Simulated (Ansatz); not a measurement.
A made-up structure of CH$_{2}$OS, singlet:

```
5
angstrom
O -0.9119 -0.4213 -0.0719
C 0.3204 0.0387 0.1371
S 1.3086 -0.5326 1.2658
H 2.2186 -1.3683 1.8342
H 0.6098 0.8522 -0.5351
```

It is relaxed with PBE-D4/def2-SVP and then PBE0-D4/def2-TZVP (Ansatz 0.2.0). Atoms count as bonded within 1.22 times the sum of their covalent radii (H–H: 0.88 Å). The end point is not checked to be a true minimum.

**Question.** Does its bonding change? (A judgement: the text doesn't fix the answer.)

**Answer.** The calculation gives: No: no bond forms or breaks.

Where it ends: The first stage lowers the energy by 3.09 eV in 9 steps. It ends as CH₂OS ([O][CH][SH]):
O1  (-0.481, -0.803, -0.018)
C2  (0.390, -0.004, 0.146)
S3  (1.781, -0.187, 1.222)
H4  (1.427, -1.411, 1.651)
H5  (0.428, 0.973, -0.371)
(Å)

Labels in which every atom is bracketed show which atoms are joined, not bond orders.

For scale, one of the runs: PBE0-D4/def2-TZVP relaxation, 111 basis functions, launched by `ansatz run in.yaml --threads 2 --pin off --events-out ev --progress --plain --max-ram 4352MiB`. The run took about 6.5 s on 2 CPU threads of an AMD EPYC 7B13 (shared host).
